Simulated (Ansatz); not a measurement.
A nudged elastic band was laid between two geometries of C2H3N + HS (8 atoms, charge 0, multiplicity 2).

Computed with UKS PBE0-D4/def2-SVPD (Ansatz).

```json
{
 "movable images": "7",
 "climbing image": "yes",
 "spring": "5.0 eV/Å²",
 "optimiser": "quadratic models (default)",
 "start path": "through a guess of the saddle point",
 "force threshold": "0.05 eV/Å",
 "iteration limit": "60",
 "end points": "relaxed"
}
```

First end point:

```xyz
8
Properties=species:S:1:pos:R:3
H 0.433 1.010 0.653
C -0.478 1.085 0.043
C -0.750 -0.209 -0.556
N -0.937 -1.253 -1.017
S 2.216 -1.766 0.860
H -1.317 1.392 0.682
H -0.328 1.842 -0.738
H 1.161 -2.101 0.074
```

Last end point:

```xyz
8
Properties=species:S:1:pos:R:3
H 1.311 -1.408 -0.284
C -0.916 1.300 -0.058
C -0.898 0.264 -0.975
N -0.858 -0.626 -1.736
S 1.954 -1.038 0.845
H -0.169 1.310 0.737
H -1.661 2.092 -0.134
H 1.237 -1.893 1.606
```

Which bonds break or form, and what moves?

Bonds broken: H1–C2. Bonds formed: H1–S5. C2H3N + HS becomes C2H2N + H2S.

Give the energies along the band, and the barrier.

The run converged. The highest image is number 4 of 0 to 8, 0.64 eV above the first end and 0.34 eV above the last; the last end lies 0.30 eV above the first. A vibrational analysis at the climbing image gives one clearly imaginary mode, 1007i cm⁻¹: a first-order saddle point.

| image | path coordinate (Å) | energy (eV) | H1–C2 (Å) | H1–S5 (Å) |
| --- | --- | --- | --- | --- |
| 0 | 0.00 | 0.00 | 1.10 | 3.31 |
| 1 | 0.65 | 0.02 | 1.10 | 2.92 |
| 2 | 1.29 | 0.05 | 1.10 | 2.74 |
| 3 | 1.94 | 0.14 | 1.11 | 2.28 |
| 4 | 2.58 | 0.64 | 1.49 | 1.48 |
| 5 | 3.62 | 0.40 | 2.50 | 1.35 |
| 6 | 4.64 | 0.35 | 3.14 | 1.35 |
| 7 | 5.66 | 0.32 | 3.39 | 1.35 |
| 8 | 6.68 | 0.30 | 3.51 | 1.35 |

What is the geometry of the highest image?


```xyz
8
Properties=species:S:1:pos:R:3
H 0.792 0.059 0.412
C -0.426 0.806 -0.003
C -1.157 -0.070 -0.833
N -1.731 -0.823 -1.509
S 1.952 -0.732 0.887
H -0.839 1.004 0.989
H 0.085 1.637 -0.498
H 1.325 -1.881 0.554
```

What are the harmonic wavenumbers there?

1007i, 58, 88, 323, 376, 400, 462, 579, 795, 1008, 1040, 1084, 1248, 1412, 2301, 2725, 3148, 3258 cm⁻¹.

Time of the run: 20 min on 4 threads of Arm Neoverse N1, with other jobs on the host, peak memory 0.43 GiB.
